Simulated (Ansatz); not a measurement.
**Property card for YRh₂**

Theory: DFT PBEsol, scalar-relativistic, plane waves, PAW in Ansatz.

Plane waves to 420 eV, a k mesh through Γ of 8×8×8 on the computed 6-atom cell and Gaussian smearing (0.10 eV); no spin polarisation.

The structure is relaxed at this level of theory with its symmetry kept. Whether it is the stable form of this composition wasn't checked.

It takes space group Fd-3m (No. 227, cubic). The conventional cell has a = 7.444 Å, b = 7.444 Å, c = 7.444 Å, α = 90.00°, β = 90.00°, γ = 90.00°. Y (site symmetry -43m) is surrounded by 12 Rh at 3.09 Å and 4 Y at 3.22 Å. Rh (site symmetry -3m) is surrounded by 6 Rh at 2.63 Å.

| Quantity | Value |
| --- | --- |
| Volume per atom | 17.18 Å³ |
| Formation energy from the elements' standard states (uncorrected) | -0.729 eV/atom |
| Kohn–Sham band gap | none (metal) |
| Density of states at the Fermi level | 2.81 states/eV per cell |
| Löwdin character within 0.5 eV of the Fermi level | Rh 4d 73 %, Y 4d 18 % |
| Bulk modulus | 173 GPa |
| Its pressure derivative | 4.6 |
| Bader charges (e) | Y (2 in the cell) 1.54, Rh (4 in the cell) -0.77 |

Cost: 9 runs of about 1 core-minutes in all, on AMD EPYC 9R45 (Zen 5) (shared hosts).